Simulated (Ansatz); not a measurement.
Reaction (SMILES): ClCl (Cl2) → 2 Cl atom
B3LYP-D3(BJ)/def2-TZVP geometries, fixed; electronic energies without zero-point terms.
Largest species:
```xyz
2

Cl     0.0000     0.0000    -1.0068
Cl     0.0000     0.0000     1.0068
```

Basis-set convergence of the bond dissociation energy at CCSD(T) with Ansatz (a first-principles code). Cartesian d functions, on some or all atoms, in 6-311G**, 6-311+G**; all else is spherical. Cores are frozen. Open shells are unrestricted. No added dispersion term, no relativity. Functions are those of the species that has most. Reference: Hartree-Fock in aug-cc-pV(Q+d)Z plus the correlation part extrapolated as X^-3 from aug-cc-pV(T+d)Z and aug-cc-pV(Q+d)Z, 59.18 kcal/mol, itself unsure by roughly 0.68 kcal/mol (a third of the extrapolation step and of the last Hartree-Fock step). Deviations are taken from unrounded values.

```
basis            functions  bond dissociation energy (kcal/mol)  minus reference (kcal/mol)
---------------  ---------  -----------------------------------  --------------------------
3-21G                   26                                12.05                      -47.13
6-31G                   26                                12.73                      -46.46
pcseg-0                 26                                14.03                      -45.15
def2-SVP                36                                42.22                      -16.97
pcseg-1                 36                                40.80                      -18.39
cc-pV(D+d)Z             46                                43.43                      -15.75
6-311G**                54                                40.51                      -18.67
6-311+G**               62                                42.16                      -17.02
aug-cc-pV(D+d)Z         64                                46.04                      -13.14
pcseg-2                 68                                52.41                       -6.77
def2-TZVP               74                                52.80                       -6.39
def2-TZVPP              84                                53.00                       -6.18
def2-TZVPD              92                                53.67                       -5.52
jun-cc-pV(T+d)Z         96                                53.96                       -5.23
def2-TZVPPD            102                                53.82                       -5.36
aug-cc-pV(T+d)Z        110                                54.69                       -4.49
cc-pV(Q+d)Z            128                                56.68                       -2.50
pcseg-4                210                                58.16                       -1.02
```
